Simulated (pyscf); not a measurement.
Structures and frequencies: ωB97X-D3(BJ)/def2-SVP in PySCF.

Problem. Estimate by transition-state theory the rate constant of H₃C–SiH₂• + hydrogen chloride (HCl) → H₃C–SiH•–Cl + hydrogen (H₂) (doublet surface; H–Si, Cl–H broken, Cl–Si, H–H formed) at 600 K, with ωB97M-D3(BJ)/def2-TZVP energies (ideal gas, 1 atm, RRHO with modes under 100 cm⁻¹ raised to 100, one conformer, R ln 2 for chiral ones without a mode under 150 cm⁻¹; no tunnelling).

Solution. The electronic barrier is 26.0 kcal/mol and the thermal terms add +19.1, so ΔG‡ = 45.1 kcal/mol. With k_BT/h = 1.25e+13 s⁻¹ and RT = 1.192 kcal/mol, and a volume of 8.18e-20 cm³ per molecule at 1 atm, k = 3.8e-23 cm³ molecule⁻¹ s⁻¹. Wigner's tunnelling factor for 956i cm⁻¹ would be 1.22. A shift of 1 kcal/mol in the barrier changes k by a factor 2.3. This saddle turned up in a search for another step; its sides and bond changes are read from the two ends of the descent. The same reactants have a lower exit, to H₃C–SiH₂–Cl + H• (barrier +6.4 kcal/mol at ωB97M-D3(BJ)/def2-TZVP, against +26.0 kcal/mol here). This is the saddle that the search found; another between the same sides may lie lower.
